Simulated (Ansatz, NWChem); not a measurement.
## H3NO (SMILES NO): from total energies to a heat of formation

H3NO: 5 atoms, total charge 0, spin state singlet. As SMILES, `NO`. The shape is that of a PBE0-D4/def2-TZVP optimisation. This is one conformer, not always the lowest.

Total energies at B3LYP/def2-TZVPP (NWChem 7.3.0); the atoms run unrestricted:

| species | state | energy (Eh) |
| --- | --- | --- |
| H3NO | singlet | -131.781184 |
| N | quartet | -54.603977 |
| O | triplet | -75.096276 |
| H | doublet | -0.502154 |

Harmonic wavenumbers at PBE0-D4/def2-TZVP, in cm⁻¹: 432, 980, 1152, 1346, 1411, 1678, 3470, 3552, 3855.

Measured heats of formation of the gaseous atoms at 298.15 K, in kJ/mol: N 472.4, O 249.2, H 218.0. Spin-orbit lowering of the atoms at 298 K (mean of the ground term's levels less their thermal mean, from spectra), in kJ/mol: O 0.40. Take 1 Eh = 2625.50 kJ/mol, 1 cm⁻¹ = 0.0119627 kJ/mol, RT = 2.479 kJ/mol.

Task: Work out the heat of formation of the gas at 298 K.

Result: 
1. Electronic atomisation energy: (-54.603977) + (-75.096276) + 3 × (-0.502154) − (-131.781184) = 0.574469 Eh = 1508.3 kJ/mol.
2. Zero-point energy: half the sum of the wavenumbers, 8938 cm⁻¹ = 106.9 kJ/mol.
3. Thermal vibrational enthalpy, Σ hcν̃/(exp(hcν̃/kT) − 1): 0.9 kJ/mol. Translation, rotation and pV of a non-linear molecule: 4 RT = 9.9 kJ/mol.
4. The 5 free atoms carry 5/2 RT each: 31.0 kJ/mol.
5. Spin-orbit coupling lowers the free atoms by 0.40 = 0.4 kJ/mol.
6. Atomisation enthalpy at 298 K: 1508.3 − 0.4 − 106.9 − 0.9 − 9.9 + 31.0 = 1421.2 kJ/mol.
7. Sum of the atoms' heats of formation: 1375.6 kJ/mol. Heat of formation: 1375.6 − 1421.2 = -45.6 kJ/mol.

The tabulated value is -43.5 kJ/mol (Active Thermochemical Tables), so this level is off by -2.1 kJ/mol, or 0.1 % of the atomisation enthalpy that the table implies (1419.1 kJ/mol). Anharmonicity and any spin-orbit splitting of the molecule are left out.
